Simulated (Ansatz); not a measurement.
Fluorite CeO₂, treated with LDA (plane waves, PAW; Ansatz, a program for electronic structure).

Numerical settings: plane-wave cutoff 520 eV, 8×8×8 k mesh, no spin polarisation, scalar-relativistic PAW data made under PBE.

Cell (relaxed at this level):

```cif
data_Ce4O8
_chemical_formula_sum 'Ce4 O8'
_space_group_name_H-M_alt 'Fm-3m'
_space_group_IT_number 225
_space_group_name_Hall '-F 4 2 3'
_cell_length_a 5.35840
_cell_length_b 5.35840
_cell_length_c 5.35840
_cell_angle_alpha 90.000
_cell_angle_beta 90.000
_cell_angle_gamma 90.000
loop_
_atom_site_label
_atom_site_type_symbol
_atom_site_symmetry_multiplicity
_atom_site_Wyckoff_symbol
_atom_site_fract_x
_atom_site_fract_y
_atom_site_fract_z
_atom_site_occupancy
Ce1 Ce 4 a 0.00000 0.00000 0.00000 1
O1 O 8 c 0.25000 0.25000 0.25000 1
```
(The calculation used a cell of 3 atoms; values per cell refer to that cell.)

**Question.** Predict the elastic constant C12, elastic constant C11, elastic constant C44, Young modulus and Voigt–Reuss–Hill bulk modulus.

**Answer.** 
- elastic constant C12 = 121 GPa
- elastic constant C11 = 377 GPa
- elastic constant C44 = 67.6 GPa
- Young modulus = 230 GPa
- Voigt–Reuss–Hill bulk modulus = 206 GPa

Measured, for comparison: elastic constant C12 105 GPa, elastic constant C11 403 GPa, elastic constant C44 60 GPa (temperature not stated, not corrected to a static lattice; as tabulated in Atomistic and experimental study on thermal conductivity of bulk and porous …). Computed (rounded) less measured: elastic constant C12 +15 %, elastic constant C11 -6 %, elastic constant C44 +13 %.

Elastic constants are with the ions relaxed.

Spin–orbit coupling is not included.

Static lattice: no zero-point or thermal effects.

Cost on a shared machine: about 70 core-seconds (a rough figure).
